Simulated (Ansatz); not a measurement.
Reaction (SMILES): OO (H2O2) → H2O2+ (doublet, bonded as OO) + e-
B3LYP-D3(BJ)/def2-TZVP geometries, fixed; electronic energies without zero-point terms.

Basis-set convergence of the adiabatic ionisation energy at B2PLYP with Ansatz (a program for electronic structure). Cartesian d functions, on some or all atoms, in 6-31G**, 6-31+G*; all else is spherical. Cores are frozen. Open shells are unrestricted. No added dispersion term, no relativity. Functions are those of the species that has most. Reference: the value in aug-pcseg-3, 10.468 eV, itself unsure by roughly 0.004 eV (its mean distance from aug-cc-pVQZ, cc-pV5Z, def2-QZVPPD).

```
basis            functions  adiabatic ionisation energy (eV)
---------------  ---------  --------------------------------
STO-3G                  12                                 …
6-31G                   22                            10.458
def2-SV(P)              32                            10.083
cc-pVDZ                 38                                 …
def2-SVP                38                            10.081
pcseg-1                 38                                 …
6-31G**                 40                            10.085
6-31+G*                 42                            10.388
aug-cc-pVDZ             64                            10.428
aug-pcseg-1             64                                 …
def2-TZVP               74                            10.361
pcseg-2                 88                            10.447
def2-TZVPP              90                            10.392
jun-cc-pV(T+d)Z        106                            10.459
def2-TZVPPD            114                            10.451
aug-pcseg-2            138                            10.468
aug-pcseg-3            268                            10.468
cc-pV5Z                292                            10.464
```

Problem. Some entries are withheld; supply them.

Solution. 
- STO-3G, adiabatic ionisation energy (eV): 7.200
- cc-pVDZ, adiabatic ionisation energy (eV): 10.005
- pcseg-1, adiabatic ionisation energy (eV): 10.385
- aug-pcseg-1, adiabatic ionisation energy (eV): 10.519
